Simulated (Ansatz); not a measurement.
The input, for Ansatz 0.2.0:

```yaml
crystal:
  periodic: [false, false, false]
  atoms:
    - {symbol: C, position_ang: [-1.356024, 0.000000, 0.000000]}
    - {symbol: H, position_ang: [-1.719230, 1.027301, 0.000000]}
    - {symbol: H, position_ang: [-1.719230, -0.513650, 0.889668]}
    - {symbol: H, position_ang: [-1.719230, -0.513650, -0.889669]}
    - {symbol: H, position_ang: [0.331976, 0.000000, 0.000000]}
    - {symbol: O, position_ang: [1.321976, 0.000000, 0.000000]}
basis:
  gaussian: {orbitals: cc-pVDZ}
magnetization: {spin_polarized: true, initial_magnetization: 2}
correlation: {method: ccsdt_q, electrons: outside_noble_gas}
```

```sh
$ ansatz run in.yaml --threads 1 --pin off --events-out ev --progress --plain --max-ram 2393MiB
```

Roughly how long does this take on 1 thread of Arm Neoverse V2, shared host, and how much host memory?

64 s wall and 0.69 GiB.

```
857 factors; integrals over basis functions are off by at most 1.8e-7 eV
mean field evaluation 1: about -3126.4308 eV, gradient 1.3e1 eV
mean field evaluation 2: about -3126.4652 eV, gradient 1.4e1 eV
mean field evaluation 4: about -3127.6538 eV, gradient 1.6e0 eV
mean field evaluation 8: about -3127.6805 eV, gradient 2.4e-1 eV
mean field evaluation 16: about -3126.4306 eV, gradient 1.3e1 eV
mean field evaluation 32: about -3127.6817 eV, gradient 2.1e-5 eV
mean field evaluation 64: about -3127.6817 eV, gradient 2.3e-6 eV
mean field evaluation 96: about -3127.6784 eV, gradient 5.6e-1 eV
mean field evaluation 128: about -3123.8675 eV, gradient 7.0e-2 eV
mean field -3127.68174027 eV, -114.9401839360 hartree, gradient 1.9e-6 eV, S^2 2.018780; 6 other end points of the search recorded, 0 dependent functions left out
2 core orbitals not correlated: weight in the atoms' cores, before any rotation towards them, 1.000 or more for the frozen orbitals, at most 0.000 for the correlated occupied ones
reference -3127.68174027 eV, -114.9401839360 hartree; 8, 6 occupied and 38, 40 virtual orbitals, 857 factors
second order -7.67690780 eV of doubles, -0.00000000 eV of singles
cycle   1  -8.41065745 eV  change   -7.3e-1 eV  update   6.0e-2
cycle   2  -8.74943454 eV  change   -3.4e-1 eV  update   2.4e-2
cycle   3  -8.84826849 eV  change   -9.9e-2 eV  update   1.3e-2
cycle   4  -8.84155063 eV  change    6.7e-3 eV  update   5.2e-3
cycle   5  -8.84312091 eV  change   -1.6e-3 eV  update   2.7e-3
cycle   6  -8.84510245 eV  change   -2.0e-3 eV  update   1.1e-3
cycle   7  -8.84492071 eV  change    1.8e-4 eV  update   4.7e-4
cycle   8  -8.84495993 eV  change   -3.9e-5 eV  update   2.0e-4
cycle   9  -8.84501791 eV  change   -5.8e-5 eV  update   8.6e-5
cycle  10  -8.84497068 eV  change    4.7e-5 eV  update   4.0e-5
cycle  11  -8.84495903 eV  change    1.2e-5 eV  update   2.2e-5
cycle  12  -8.84496004 eV  change   -1.0e-6 eV  update   1.2e-5
cycle  13  -8.84496360 eV  change   -3.6e-6 eV  update   6.2e-6
cycle  14  -8.84496802 eV  change   -4.4e-6 eV  update   3.4e-6
cycle  15  -8.84497095 eV  change   -2.9e-6 eV  update   1.7e-6
cycle  16  -8.84497184 eV  change   -8.9e-7 eV  update   8.5e-7
perturbative correction -0.01069951 eV, -0.0003931997 hartree
Total energy: -3136.53741162 eV, -115.2656238555 hartree
```
